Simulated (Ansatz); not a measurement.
Ligand exchange: AlH(CH3)(OH) + C5H10S → AlH(CH3)(SH) + C5H10O

Species: AlH(CH3)(OH), singlet; C5H10S (cyclopentanethiol) `SC1CCCC1`, singlet; AlH(CH3)(SH), singlet; C5H10O (cyclopentanol) `OC1CCCC1`, singlet. The partners trade OH for SH: Al–OH and C–SH bonds give way to Al–SH and C–OH.

Shapes, held fixed at every level: PBE0-D4/def2-TZVP. Flexible molecules stand in one conformer, not always the lowest. Programs: Ansatz 0.2.0. The zero-point and thermal change to 298 K, harmonic and unscaled (PBE0-D4/def2-TZVP), is +2.2 kJ/mol.

```
               level                    kind  ΔH(298 K) (kJ/mol)  less CCSD(T)/CBS estimate
         HF/def2-SVP            Hartree–Fock               +30.5                      -25.3
   PBE-D4/def2-TZVPP                     GGA               +45.7                      -10.1
 BHLYP-D4/def2-TZVPP           global hybrid               +52.6                       -3.2
  wB97M-V/def2-TZVPP  range-separated hybrid               +51.4                       -4.4
   B2PLYP/def2-TZVPP           double hybrid               +55.9                       +0.1
       CCSD/def2-SVP   coupled cluster or CI               +43.8                      -12.0
  CCSD(T)/def2-TZVPP   coupled cluster or CI               +53.8                       -2.0
CCSD(T)/CBS estimate   coupled cluster or CI               +55.8                        0.0
```

The highest level, CCSD(T)/CBS estimate, gives ΔH(298 K) = +55.8 kJ/mol; the levels span +30.5 to +55.9. The column of differences is taken from that level and isn't an error. No measured value is set beside it here. The CBS estimate extrapolates MP2 from def2-TZVPP and def2-QZVPP and adds CCSD(T) − MP2 in the triple-zeta set, cores frozen.
